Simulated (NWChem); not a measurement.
# One shape, several levels: doublet C2H4S+

Aim: a comparison of 6 runs (UHF/STO-3G, UHF/3-21G, UB3LYP/6-31G*, UB3LYP/aug-cc-pVDZ, UM06-2X/aug-cc-pVDZ) of doublet C2H4S+. 

Program for the calculation: NWChem 7.3.0.

2 further runs of the same task are left out: 2 set aside as unsound or not needed.

## 1. The structure to begin with

C2H4S+: 7 atoms, total charge +1, spin state doublet. As SMILES of the parent species, `C1CS1`. The coordinates come from a PBE0-D4/def2-TZVP relaxation. That shape belongs to the parent species and isn't relaxed for this state.

Bond lengths: C1–C2 1.478 Å, C1–S3 1.802 Å, C2–S3 1.802 Å, C1–H4 1.084 Å, C1–H5 1.084 Å, C2–H6 1.084 Å, C2–H7 1.084 Å. Some angles: C1–C2–S3 65.8°, C2–C1–S3 65.8°, C1–S3–C2 48.4°, C1–C2–H6 118.1°, C1–C2–H7 118.1°, S3–C2–H6 115.4°, S3–C2–H7 115.4°, C2–C1–H4 118.1°, C2–C1–H5 118.1°, S3–C1–H4 115.4°.

## 2. The energy at UHF/STO-3G (run 1)

c2h4s.nw

```
start c2h4s
memory stack 880 mb heap 220 mb global 1100 mb
charge 1

geometry units angstrom noautosym nocenter noautoz
C    -0.515770    0.123480   -0.520180
C     0.600760   -0.036080    0.435470
S    -0.898110   -0.923600    0.895080
H    -0.448740   -0.388430   -1.473330
H    -1.032050    1.076250   -0.547280
H     0.855300    0.806520    1.068140
H     1.438610   -0.658150    0.142080
end

basis spherical bse
C library STO-3G
S library STO-3G
H library STO-3G
end

scf
doublet
uhf
thresh 1e-08
maxiter 80
end

task scf
```

The run is started by

```
$ nwchem c2h4s.nw > c2h4s.out
```

Log:

```text
[...]
  functions       =    23
[...]
  wavefunction    = UHF
[...]
         Total SCF energy =   -470.072527727410
      One electron energy =   -841.626953649486
      Two electron energy =    269.739351562123
 Nuclear repulsion energy =    101.815074359953
                       Sz =      0.5000
                 Sz(Sz+1) =      0.7500
                      S^2 =      0.7661
[...]
```

It took 2.2 s on 1 thread of Intel Xeon Platinum 8259CL at 2.50GHz (Skylake/Cascade Lake), shared host; peak memory 0.097 GiB.

## 3. A single-point energy at UHF/3-21G (run 2)

run.nw

```
start run
memory total 2200 mb
charge 1

geometry units au noautosym nocenter noautoz
 C  -0.97466404  0.23334338 -0.98299774
 C   1.13527187 -0.06818132  0.82291904
 S  -1.69718193 -1.74535105  1.69145606
 H  -0.84799570 -0.73402632 -2.78419019
 H  -1.95029185  2.03381774 -1.03420931
 H   1.61628275  1.52410191  2.01849206
 H   2.71857890 -1.24372325  0.26849229
end

basis spherical bse
 * library 3-21G
end

scf
 doublet
 uhf
 thresh 1e-08
 maxiter 80
 noprint "final vectors analysis"
end

task scf energy
```

The run is started by

```
$ nwchem run.nw > run.out
```

Log:

```text
[...]
  functions       =    39
[...]
  wavefunction    = UHF
[...]
         Total SCF energy =   -472.847035602189
      One electron energy =   -843.978258756901
      Two electron energy =    269.316156178663
 Nuclear repulsion energy =    101.815066976049
                       Sz =      0.5000
                 Sz(Sz+1) =      0.7500
                      S^2 =      0.7623
[...]
```

Wall time 3.3 s (1 thread of Intel Xeon Platinum 8259CL at 2.50GHz (Skylake/Cascade Lake), shared host); peak memory 0.097 GiB.

## 4. A single-point energy at UB3LYP/6-31G(d) (spherical functions) (run 3)

c2h4s.nw

```
start c2h4s
title "C2H4S B3LYP"
memory stack 880 mb heap 220 mb global 1100 mb
charge 1

geometry units bohr noautosym nocenter noautoz
  C     -0.97466404     0.23334338    -0.98299774
  C      1.13527187    -0.06818132     0.82291904
  S     -1.69718193    -1.74535105     1.69145606
  H     -0.84799570    -0.73402632    -2.78419019
  H     -1.95029185     2.03381774    -1.03420931
  H      1.61628275     1.52410191     2.01849206
  H      2.71857890    -1.24372325     0.26849229
end

basis spherical bse
  * library 6-31G*
end

dft
  xc b3lyp
  mult 2
  grid xfine
  convergence energy 1e-08
  iterations 100
  mulliken
  print medium
end

task dft
```

The run is started by

```
$ nwchem c2h4s.nw > c2h4s.out
```

Log:

```text
[...]
          Wavefunction type:  spin polarized.
          No. of atoms     :     7
          No. of electrons :    31
[...]
          Charge           :     1
          Spin multiplicity:     2
[...]
          AO basis - number of functions:    54
[...]
              XC Information
              --------------
                         B3LYP Method XC Potential
                     Hartree-Fock (Exact) Exchange  0.200
                        Slater Exchange Functional  0.800 local
                    Becke 1988 Exchange Functional  0.720 non-local
              Lee-Yang-Parr Correlation Functional  0.810
                  VWN I RPA Correlation Functional  0.190 local
[...]
 d= 0,ls=0.0,diis     1   -476.3925576579 -5.78D+02  8.54D-03  1.50D-01     5.3
[...]
 d= 0,ls=0.0,diis    11   -476.4503278156 -9.69D-10  1.46D-07  9.28D-12    51.3
[...]
         Total DFT energy =     -476.450327815575
      One electron energy =     -847.653044752553
           Coulomb energy =      307.158519029210
    Exchange-Corr. energy =      -37.770869068281
 Nuclear repulsion energy =      101.815066976049
[...]
      Total Density - Mulliken Population Analysis
     ---------------------------------------------
    Atom       Charge   Shell Charges
 -----------   ------   -------------------------------------------------------
    1 C    6     6.42   2.00  0.69  2.08  0.69  0.92  0.04
    2 C    6     6.42   2.00  0.69  2.08  0.69  0.92  0.04
    3 S   16    15.36   2.00  2.00  5.97  1.48  2.81  0.45  0.59  0.07
    4 H    1     0.70   0.51  0.19
    5 H    1     0.70   0.51  0.19
    6 H    1     0.70   0.51  0.19
    7 H    1     0.70   0.51  0.19
[...]
      <S2> =      0.7538 (Exact =     0.7500)
[...]
```

Wall time 52 s (1 thread of Intel Xeon Platinum 8259CL at 2.50GHz (Skylake/Cascade Lake), shared host); peak memory 0.13 GiB.

Runs 4 to 5 aren't shown in full; the table further down has their settings and results.

## 5. A single-point energy at UM06-2X/aug-cc-pVDZ (run 6)

work.xyz

```xyz
7
C2H4S energy
C     -0.515770     0.123480    -0.520180
C      0.600760    -0.036080     0.435470
S     -0.898110    -0.923600     0.895080
H     -0.448740    -0.388430    -1.473330
H     -1.032050     1.076250    -0.547280
H      0.855300     0.806520     1.068140
H      1.438610    -0.658150     0.142080
```

work.nw

```
start work
title "C2H4S energy"
memory stack 880 mb heap 220 mb global 1100 mb
charge 1
geometry noautosym nocenter noautoz
 load work.xyz
end
basis spherical bse
 * library aug-cc-pVDZ
end
dft
 xc m06-2x
 mult 2
 grid fine
 convergence energy 1e-08
 maxiter 100
 mulliken
end
task dft energy
```

The run is started by

```
$ nwchem work.nw > work.out
```

Log:

```text
[...]
          Wavefunction type:  spin polarized.
          No. of atoms     :     7
          No. of electrons :    31
[...]
          Charge           :     1
          Spin multiplicity:     2
[...]
          AO basis - number of functions:   109
[...]
              XC Information
              --------------
                       M06-2X Method XC Functional
                     Hartree-Fock (Exact) Exchange  0.540
                        M06-2X Exchange Functional  1.000
                      M06-2X Correlation Potential  1.000
[...]
 d= 0,ls=0.0,diis     1   -476.3433444466 -5.78D+02  7.18D-03  1.49D-01    13.5
[...]
 d= 0,ls=0.0,diis    11   -476.4030915232 -2.08D-09  2.21D-07  7.21D-11   107.8
[...]
         Total DFT energy =     -476.403091523154
      One electron energy =     -847.572500164724
           Coulomb energy =      307.037533148085
    Exchange-Corr. energy =      -37.683198866468
 Nuclear repulsion energy =      101.815074359953
[...]
      Total Density - Mulliken Population Analysis
     ---------------------------------------------
    Atom       Charge   Shell Charges
 -----------   ------   -------------------------------------------------------
    1 C    6     5.15   2.02  0.66  0.43 -0.17  2.07  0.21  0.04  0.06 -0.16
    2 C    6     5.15   2.02  0.66  0.43 -0.17  2.07  0.21  0.04  0.06 -0.16
    3 S   16    15.25   2.00  2.04  1.01  0.88 -0.02  6.00  2.19  1.10  0.01  0.10 -0.07
    4 H    1     1.36   0.75  0.62  0.01  0.03 -0.05
    5 H    1     1.36   0.75  0.62  0.01  0.03 -0.05
    6 H    1     1.36   0.75  0.62  0.01  0.03 -0.05
    7 H    1     1.36   0.75  0.62  0.01  0.03 -0.05
[...]
      <S2> =      0.7537 (Exact =     0.7500)
[...]
```

Run time: 1.8 min. Hardware: 1 thread of Intel Xeon Platinum 8259CL at 2.50GHz (Skylake/Cascade Lake), shared host; peak memory 0.12 GiB.

## 6. All runs side by side

```tsv
run	level	iteration cap	module	energy (Eh)	HOMO energy (eV)	LUMO energy (eV)	⟨S²⟩	wall time
1	UHF/STO-3G	80	scf	-470.072528	-18.18	-4.19	0.766	2.2 s
2	UHF/3-21G	80	scf	-472.847036	–	–	0.762	3.3 s
3	UB3LYP/6-31G* (spherical functions)	100	dft	-476.450328	-15.39	-11.68	0.754	52 s
4	UB3LYP/6-31G* (Cartesian functions)	100	dft	-476.454654	-15.39	-11.68	0.754	52 s
5	UB3LYP/aug-cc-pVDZ	100	dft	-476.480772	-15.38	-11.70	0.754	93 s
6	UM06-2X/aug-cc-pVDZ	100	dft	-476.403092	-16.78	-10.33	0.754	1.8 min
```

## 7. Summary of results

| quantity | value |
| --- | --- |
| run 6: total energy | -476.40309 Eh |
| run 6: HOMO energy (highest over α and β) | -16.78 eV |
| run 6: LUMO energy (lowest over α and β) | -10.33 eV |
| run 6: ⟨S²⟩ | 0.754 |

In words: Totals of different functionals can't be ranked against each other. In run 1 the basis is minimal, so the values are rough. All runs together took 5.2 min, the longest 1.8 min.
